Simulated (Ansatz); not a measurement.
`NC=C(F)F` + H₂O → `OC=C(F)F` + NH₃ at 700 K and 1 bar (formal hydrolysis of a C–N bond).

Isolated molecules relaxed with PBE0-D4/def2-TZVP in Ansatz; ΔE leaves out vibrations. CCSD(T)/CBS adds triple-zeta CCSD(T) − MP2 to the extrapolated MP2 energy (def2 sets, frozen cores). This one scheme is used for every species. One conformer a species, not always the lowest.

```json
{"species": "`NC=C(F)F`", "CCSD(T)/CBS energy (Eh)": "-332.15047", "H − E (kJ/mol)": "202.0", "S (J/(mol·K))": "388.9"}
{"species": "H₂O", "CCSD(T)/CBS energy (Eh)": "-76.37941", "H − E (kJ/mol)": "80.5", "S (J/(mol·K))": "218.4"}
{"species": "`OC=C(F)F`", "CCSD(T)/CBS energy (Eh)": "-352.00832", "H − E (kJ/mol)": "164.8", "S (J/(mol·K))": "382.3"}
{"species": "NH₃", "CCSD(T)/CBS energy (Eh)": "-56.50880", "H − E (kJ/mol)": "116.9", "S (J/(mol·K))": "226.5"}
```

H − E and S are ideal-gas, rigid-rotor, harmonic terms from PBE0-D4/def2-TZVP, for one conformer and one mirror image of each species. 1 Eh = 2625.50 kJ/mol, R = 8.31446 J/(mol·K).

**Question.** By hand: ΔE, ΔH, ΔS and ΔG.

**Answer.** ΔE = (-352.00832) + (-56.50880) − (-332.15047) − (-76.37941) = 0.01276 Eh = 33.5 kJ/mol. Δ(H − E) = 164.8 + 116.9 − 202.0 − 80.5 = -0.8, so ΔH = 32.7 kJ/mol. ΔS = 382.3 + 226.5 − 388.9 − 218.4 = 1.5 J/(mol·K). ΔG = 32.7 − 700 × (1.5)/1000 = 31.7 kJ/mol.

**Question.** By hand: the equilibrium constant, and the temperature at which ΔG would vanish if ΔH and ΔS stayed fixed.

**Answer.** log₁₀ K = −ΔG/(RT ln 10) = -2.4. ΔG = 0 at ΔH/ΔS = 21800 K, far beyond where these terms or the molecules hold.

The number of gas molecules stays the same, so ΔS is small and ΔH decides. A doubt of 5 kJ/mol in ΔE shifts log₁₀ K by 0.4 here. Other conformers and mirror images would add mixing entropy, several J/(mol·K) or more a flexible species. These are equilibria of isolated gas molecules and say nothing of rates. Largest T1 diagnostic: 0.012 (customary marks: 0.02 for closed shells, 0.045 for open ones).
